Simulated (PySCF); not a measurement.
Molfile (atoms numbered from 1):
```
C4H8O
     RDKit          3D

 13 13  0  0  0  0  0  0  0  0999 V2000
   -0.9168    0.4046   -0.3778 C   0  0  0  0  0  0  0  0  0  0  0  0
    0.4242    0.9775    0.0669 C   0  0  0  0  0  0  0  0  0  0  0  0
    1.3136   -0.2594   -0.0010 C   0  0  0  0  0  0  0  0  0  0  0  0
    0.4781   -1.3645    0.2773 O   0  0  0  0  0  0  0  0  0  0  0  0
   -0.8782   -0.9713    0.2748 C   0  0  0  0  0  0  0  0  0  0  0  0
   -0.9440    0.3078   -1.4757 H   0  0  0  0  0  0  0  0  0  0  0  0
   -1.7837    1.0066   -0.0696 H   0  0  0  0  0  0  0  0  0  0  0  0
    0.3558    1.3482    1.1027 H   0  0  0  0  0  0  0  0  0  0  0  0
    0.7858    1.8028   -0.5633 H   0  0  0  0  0  0  0  0  0  0  0  0
    2.1426   -0.2333    0.7260 H   0  0  0  0  0  0  0  0  0  0  0  0
    1.7592   -0.3703   -1.0089 H   0  0  0  0  0  0  0  0  0  0  0  0
   -1.4740   -1.7255   -0.2647 H   0  0  0  0  0  0  0  0  0  0  0  0
   -1.2624   -0.9234    1.3135 H   0  0  0  0  0  0  0  0  0  0  0  0
  1  2  1  0
  2  3  1  0
  3  4  1  0
  4  5  1  0
  5  1  1  0
  1  6  1  0
  1  7  1  0
  2  8  1  0
  2  9  1  0
  3 10  1  0
  3 11  1  0
  5 12  1  0
  5 13  1  0
M  END
```

Geometry: PBE0-D3(BJ)/def2-SVP; GIAO shifts from PySCF, gas phase, non-relativistic, averaged over equivalent atoms.

At mPW1PW91/pcSseg-2 (292 basis functions, 19 s wall time on 1 thread of an AMD EPYC 9R45 96-Core, shared host):
```
          atoms  δ (ppm)
          C3/C5     72.2
          C1/C2     30.7
             O4     35.7
H10/H11/H12/H13     3.76
    H6/H7/H8/H9     1.78
```

Chemical shifts δ = σref − σ; ¹³C (183.53 ppm), ¹H (31.29 ppm) against TMS; ¹⁷O (327.10 ppm) vs H2O, all at this level.

What do these become at LC-wPBE/pcSseg-2?

Answers


```json
{"atoms": "C3/C5", "δ at LC-wPBE/pcSseg-2": "71.4", "change": "-0.8"}
{"atoms": "C1/C2", "δ at LC-wPBE/pcSseg-2": "29.3", "change": "-1.4"}
{"atoms": "O4", "δ at LC-wPBE/pcSseg-2": "24.5", "change": "-11.2"}
{"atoms": "H10/H11/H12/H13", "δ at LC-wPBE/pcSseg-2": "3.71", "change": "-0.05"}
{"atoms": "H6/H7/H8/H9", "δ at LC-wPBE/pcSseg-2": "1.75", "change": "-0.03"}
```

References, each an isolated molecule treated in the same way: ¹³C (σ = 188.30 ppm), ¹H (σ = 31.32 ppm) against TMS; ¹⁷O (σ = 332.63 ppm) against H2O.

The largest change is at O4 (ether oxygen). Cost: 292 basis functions, 2.1 min wall time on 1 thread of an x86-64 server CPU, shared host.

Experimental scales use liquid or dissolved standards, which lie at an offset from isolated H2O (liquid H2O: subtract about 36 ppm).
